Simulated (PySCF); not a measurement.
# CO: excited-state relaxation, vibronic structure

Aim: compute the excited-state relaxation, vibronic structure of CO (`[C-]#[O+]`).

Programs: PySCF 2.14.0, with routines of our own; each step states its level. All values are computed. Atoms count from 0.

## (1) The system as given

2 atoms, charge 0, multiplicity 1; geometry from: GFN2-xTB.

## (2) Geometry optimisation at PBE0/def2-TZVP

What the job is given:

```
{"job": {"xc": "PBE0", "basis": "def2-TZVP", "grid": 1, "kind": "geom"}, "charge": 0, "multiplicity": 1}
C      0.565010    -0.003012    -0.002697
O     -0.562253     0.004281    -0.011452
```

Command:

```console
OMP_NUM_THREADS=1 python excited_run.py task.json out
```

This one command runs all jobs of the session in turn.

The log of the run:

```text
step   0  E = -113.23092568  max force = 0.009498
step   1  E = -113.23095690  max force = 0.000119
step   2  E = -113.23095748  max force = 0.000096
optimisation converged
```

Run time: 1.2 s. Hardware: 1 thread of Arm Neoverse V1, shared host; peak memory 0.25 GiB.

Step by step:

```csv
step,energy from step 0 (eV),largest force component (eV/Å)
0,0.0000,0.4884
1,-0.0008,0.0061
2,-0.0009,0.0049
```

The bond:

```csv
bond,before (Å),after (Å),change (Å)
C0–O1,1.127,1.123,-0.004
```

The final coordinates are the input of the step that follows.

```csv
at the end point,value
point group (found at 0.08 Å tolerance),Cinfv
"rotational constants (GHz, main isotopes)","58.405, 58.405"
dipole moment (D),0.13
```

## (3) Excited-state relaxation: TDDFT PBE0/def2-TZVP

What the job is given:

```
{"job": {"kind": "xopt", "state": "S1", "method": "TDDFT", "freq": true, "xc": "PBE0", "basis": "def2-TZVP", "grid": 1}, "charge": 0, "multiplicity": 1}
C      0.511781    -0.198509     0.116838
O     -0.509020     0.199775    -0.130976
```

With the program's defaults for keys left out, this is: TDDFT PBE0/def2-TZVP excited-state geometry optimisation, gas phase.

The log of the run:

```text
final grid: 10360 points
cycle   1  E = -113.1767555093  dE =  2.065e-01  |g| = 5.508e-01  |ddm| = 1.296e+00
cycle   2  E = -112.9296136327  dE =  2.471e-01  |g| = 1.289e+00  |ddm| = 6.942e-01
cycle   3  E = -113.2307899143  dE = -3.012e-01  |g| = 2.537e-02  |ddm| = 4.895e-01
cycle   4  E = -113.2309372477  dE = -1.473e-04  |g| = 9.389e-03  |ddm| = 3.178e-02
cycle   5  E = -113.2309570921  dE = -1.984e-05  |g| = 1.521e-03  |ddm| = 7.480e-03
cycle   6  E = -113.2309574789  dE = -3.868e-07  |g| = 1.723e-04  |ddm| = 7.090e-04
cycle   7  E = -113.2309574845  dE = -5.639e-09  |g| = 2.182e-05  |ddm| = 1.042e-04
cycle   8  E = -113.2309574846  dE = -9.365e-11  |g| = 5.542e-07  |ddm| = 1.126e-05
converged SCF energy = -113.2309574846

vertical S1 at the ground-state geometry: 8.5305 eV
step    E(state)/Eh    max force   excitation/eV  root
  0    -112.91643144   0.176945     8.5581      1
  1    -112.93290812   0.030739     7.7886      1
  2    -112.93347633   0.015838     7.6810      1
  3    -112.93369617   0.001306     7.5674      1
  4    -112.93369734   0.000055     7.5572      1
optimisation converged
vertical emission 7.5572 eV, adiabatic 8.0889 eV, Stokes shift 0.9733 eV, reorganisation 0.4417 (excited) and 0.5316 eV (ground)
in 1,4-dioxane: absorption 8.4457 eV (f = 0.0938, root 1), emission 7.4865 eV (f = 0.0566, root 1)
in dimethylsulfoxide: absorption 8.4618 eV (f = 0.0946, root 1), emission 7.3914 eV (f = 0.0669, root 1)
zero-point change -0.0398 eV, 0-0 energy 8.0491 eV
frequencies of the excited state (cm-1): 1599
```

It took 15 s on 1 thread of Arm Neoverse V1, shared host; peak memory 0.27 GiB.

From this job:

```csv
quantity,value
"vertical absorption, S1",8.53 eV
"adiabatic energy, S1",8.09 eV
"vertical emission, S1",7.56 eV
"Stokes shift, S1",0.97 eV
"geometry moved (RMSD), S1",0.052 Å
```

Bonds of the start that changed most:

```csv
bond,start (Å),end (Å)
C0–O1,1.123,1.226
```

## (4) Excited-state relaxation: UKS PBE0/def2-TZVP

What the job is given:

```
{"job": {"kind": "xopt", "state": "T1", "method": "UKS", "freq": true, "xc": "PBE0", "basis": "def2-TZVP", "grid": 1}, "charge": 0, "multiplicity": 1}
C      0.511781    -0.198509     0.116838
O     -0.509020     0.199775    -0.130976
```

With the program's defaults for keys left out, this is: UKS PBE0/def2-TZVP excited-state geometry optimisation, gas phase.

The log of the run:

```text
final grid: 10360 points
cycle   1  E = -113.1767555093  dE =  2.065e-01  |g| = 5.508e-01  |ddm| = 1.296e+00
cycle   2  E = -112.9296136327  dE =  2.471e-01  |g| = 1.289e+00  |ddm| = 6.942e-01
cycle   3  E = -113.2307899143  dE = -3.012e-01  |g| = 2.537e-02  |ddm| = 4.895e-01
cycle   4  E = -113.2309372477  dE = -1.473e-04  |g| = 9.389e-03  |ddm| = 3.178e-02
cycle   5  E = -113.2309570921  dE = -1.984e-05  |g| = 1.521e-03  |ddm| = 7.480e-03
cycle   6  E = -113.2309574789  dE = -3.868e-07  |g| = 1.723e-04  |ddm| = 7.090e-04
cycle   7  E = -113.2309574845  dE = -5.639e-09  |g| = 2.182e-05  |ddm| = 1.042e-04
cycle   8  E = -113.2309574846  dE = -9.365e-11  |g| = 5.542e-07  |ddm| = 1.126e-05
converged SCF energy = -113.2309574846

vertical T1 at the ground-state geometry: 5.9932 eV
step    E(state)/Eh    max force   <S^2>
  0    -113.00985789   0.146854    2.0131
  1    -113.02033661   0.012101    2.0168
  2    -113.02041841   0.005044    2.0171
  3    -113.02043563   0.000130    2.0173
  4    -113.02043563   0.000010    2.0173
optimisation converged
vertical emission 5.4485 eV, adiabatic 5.7286 eV, Stokes shift 0.5446 eV, reorganisation 0.2646 (excited) and 0.2800 eV (ground)
zero-point change -0.0246 eV, 0-0 energy 5.7040 eV
frequencies of the excited state (cm-1): 1844
```

Run time: 7.2 s. Hardware: 1 thread of Arm Neoverse V1, shared host; peak memory 0.28 GiB.

Key values:

```csv
quantity,value
"vertical gap at the ground-state geometry, T1",5.99 eV
"adiabatic energy, T1",5.73 eV
"vertical gap at the relaxed geometry, T1",5.45 eV
"difference of the two gaps, T1",0.54 eV
"geometry moved (RMSD), T1",0.036 Å
```

Bonds of the start that changed most:

```csv
bond,start (Å),end (Å)
C0–O1,1.123,1.196
```

## (5) Excited-state relaxation: TDA PBE0/def2-TZVP

What the job is given:

```
{"job": {"kind": "xopt", "state": "T1", "method": "TDA", "xc": "PBE0", "basis": "def2-TZVP", "grid": 1}, "charge": 0, "multiplicity": 1}
C      0.511781    -0.198509     0.116838
O     -0.509020     0.199775    -0.130976
```

Level: TDA PBE0/def2-TZVP excited-state geometry optimisation, gas phase.

The log of the run:

```text
final grid: 10360 points
cycle   1  E = -113.1767555093  dE =  2.065e-01  |g| = 5.508e-01  |ddm| = 1.296e+00
cycle   2  E = -112.9296136327  dE =  2.471e-01  |g| = 1.289e+00  |ddm| = 6.942e-01
cycle   3  E = -113.2307899143  dE = -3.012e-01  |g| = 2.537e-02  |ddm| = 4.895e-01
cycle   4  E = -113.2309372477  dE = -1.473e-04  |g| = 9.389e-03  |ddm| = 3.178e-02
cycle   5  E = -113.2309570921  dE = -1.984e-05  |g| = 1.521e-03  |ddm| = 7.480e-03
cycle   6  E = -113.2309574789  dE = -3.868e-07  |g| = 1.723e-04  |ddm| = 7.090e-04
cycle   7  E = -113.2309574845  dE = -5.639e-09  |g| = 2.182e-05  |ddm| = 1.042e-04
cycle   8  E = -113.2309574846  dE = -9.365e-11  |g| = 5.542e-07  |ddm| = 1.126e-05
converged SCF energy = -113.2309574846

vertical T1 at the ground-state geometry: 6.0060 eV
step    E(state)/Eh    max force   excitation/eV  root
  0    -113.00939548   0.145552     6.0285      1
  1    -113.01969127   0.010209     5.5207      1
  2    -113.01974921   0.004259     5.4933      1
  3    -113.01976133   0.000088     5.4738      1
optimisation converged
vertical emission 5.4738 eV, adiabatic 5.7469 eV, Stokes shift 0.5322 eV, reorganisation 0.2590 (excited) and 0.2732 eV (ground)
```

Run time: 2.8 s. Hardware: 1 thread of Arm Neoverse V1, shared host; peak memory 0.28 GiB.

In short:

```csv
quantity,value
"vertical gap at the ground-state geometry, T1",6.01 eV
"adiabatic energy, T1",5.75 eV
"vertical gap at the relaxed geometry, T1",5.47 eV
"difference of the two gaps, T1",0.53 eV
"geometry moved (RMSD), T1",0.036 Å
```

Bonds of the start that changed most:

```csv
bond,start (Å),end (Å)
C0–O1,1.123,1.195
```

## (6) Vibronic structure: TDDFT PBE0/def2-TZVP

What the job is given:

```
{"job": {"kind": "vib", "tda": false, "freq": true, "xc": "PBE0", "basis": "def2-TZVP", "grid": 1}, "charge": 0, "multiplicity": 1}
C      0.511781    -0.198509     0.116838
O     -0.509020     0.199775    -0.130976
```

With the program's defaults for keys left out, this is: TDDFT PBE0/def2-TZVP vertical-gradient vibronic structure (displaced harmonic oscillators, Condon), gas phase.

The log of the run:

```text
final grid: 10360 points
cycle   1  E = -113.1767555093  dE =  2.065e-01  |g| = 5.508e-01  |ddm| = 1.296e+00
cycle   2  E = -112.9296136327  dE =  2.471e-01  |g| = 1.289e+00  |ddm| = 6.942e-01
cycle   3  E = -113.2307899143  dE = -3.012e-01  |g| = 2.537e-02  |ddm| = 4.895e-01
cycle   4  E = -113.2309372477  dE = -1.473e-04  |g| = 9.389e-03  |ddm| = 3.178e-02
cycle   5  E = -113.2309570921  dE = -1.984e-05  |g| = 1.521e-03  |ddm| = 7.480e-03
cycle   6  E = -113.2309574789  dE = -3.868e-07  |g| = 1.723e-04  |ddm| = 7.090e-04
cycle   7  E = -113.2309574845  dE = -5.639e-09  |g| = 2.182e-05  |ddm| = 1.042e-04
cycle   8  E = -113.2309574846  dE = -9.365e-11  |g| = 5.542e-07  |ddm| = 1.126e-05
converged SCF energy = -113.2309574846

Singlet excitations (eV, f): 8.531 (0.0842)  8.531 (0.0842)  9.893 (0.0000)  10.307 (0.0000)  10.307 (0.0000)  12.652 (0.0145)

State S1  8.5305 eV  f = 0.08417  H->L 0.76, H->L+1 0.22
  relaxed dipole 0.450 D, largest gradient of the excitation energy 0.1720 Eh/bohr
  mode    cm-1        S   lambda/meV  Raman
    1   2240.1    1.3481     374.4   1.000
  reorganisation energy 0.3744 eV, total S 1.348, 0-0 8.1561 eV
  absorption maximum 8.434 eV, width 0.582 eV

State S2  8.5305 eV  f = 0.08417  H->L+1 0.76, H->L 0.22
  relaxed dipole 0.450 D, largest gradient of the excitation energy 0.1720 Eh/bohr
  mode    cm-1        S   lambda/meV  Raman
    1   2240.1    1.3480     374.4   1.000
  reorganisation energy 0.3744 eV, total S 1.348, 0-0 8.1561 eV
  absorption maximum 8.434 eV, width 0.582 eV

State S6  12.6521 eV  f = 0.01448  H->L+2 0.90
  relaxed dipole 2.438 D, largest gradient of the excitation energy 0.0044 Eh/bohr
  mode    cm-1        S   lambda/meV  Raman

  reorganisation energy 0.0002 eV, total S 0.001, 0-0 12.6519 eV
  absorption maximum 12.652 eV, width 0.038 eV

State T1  6.0060 eV  f = 0.00000  H->L 0.96
  relaxed dipole 1.312 D, largest gradient of the excitation energy 0.1399 Eh/bohr
  mode    cm-1        S   lambda/meV  Raman
    1   2240.1    0.8917     247.6   1.000
  reorganisation energy 0.2476 eV, total S 0.892, 0-0 5.7583 eV
  absorption maximum 5.758 eV, width 0.314 eV
```

Wall time 1.1 s (1 thread of Arm Neoverse V1, shared host); peak memory 0.28 GiB.

## (7) Results

| quantity | value |
| --- | --- |
| point group | Cinfv |
| rotational constants (main isotopes) | 58.40, 58.40 GHz |
| vertical absorption, S1 (step 3, TDDFT PBE0/def2-TZVP) | 8.53 eV |
| adiabatic energy, S1 (step 3, TDDFT PBE0/def2-TZVP) | 8.09 eV |
| vertical emission, S1 (step 3, TDDFT PBE0/def2-TZVP) | 7.56 eV |
| Stokes shift, S1 (step 3, TDDFT PBE0/def2-TZVP) | 0.97 eV |
| vertical gap at the ground-state geometry, T1 (step 4, UKS PBE0/def2-TZVP) | 5.99 eV |
| adiabatic energy, T1 (step 4, UKS PBE0/def2-TZVP) | 5.73 eV |
| vertical gap at the relaxed geometry, T1 (step 4, UKS PBE0/def2-TZVP) | 5.45 eV |
| difference of the two gaps, T1 (step 4, UKS PBE0/def2-TZVP) | 0.54 eV |
| vertical gap at the ground-state geometry, T1 (step 5, TDA PBE0/def2-TZVP) | 6.01 eV |
| adiabatic energy, T1 (step 5, TDA PBE0/def2-TZVP) | 5.75 eV |
| vertical gap at the relaxed geometry, T1 (step 5, TDA PBE0/def2-TZVP) | 5.47 eV |
| difference of the two gaps, T1 (step 5, TDA PBE0/def2-TZVP) | 0.53 eV |
| S1: vertical, reorganisation, 0-0, total S (step 6, TDDFT PBE0/def2-TZVP, modes from PBE0/def2-TZVP) | 8.53, 0.37, 8.16 eV; 1.3 |
| S2: vertical, reorganisation, 0-0, total S (step 6, TDDFT PBE0/def2-TZVP, modes from PBE0/def2-TZVP) | 8.53, 0.37, 8.16 eV; 1.3 |
| S6: vertical, reorganisation, 0-0, total S (step 6, TDDFT PBE0/def2-TZVP, modes from PBE0/def2-TZVP) | 12.65, 0.00, 12.65 eV; 0.0 |

In words: With PBE0/def2-TZVP, its start was all but relaxed already: 2 steps gained 0.9 meV. In step 3 (excited-state relaxation), among the bonds C0–O1 changes most, from 1.123 to 1.226 Å. In step 4 (excited-state relaxation), among the bonds C0–O1 changes most, from 1.123 to 1.196 Å. In step 5 (excited-state relaxation), among the bonds C0–O1 changes most, from 1.123 to 1.195 Å. Some states lie very close; unless symmetry makes them partners, their order is unsure. The vibronic model keeps the ground-state modes and shifts them along the gradient alone, so it can miss much of the relaxation that a full optimisation finds. ΔSCF (UKS) and response values aren't on one footing and may follow different states, so their differences aren't method errors alone, and singlets and triplets from the two don't rank.
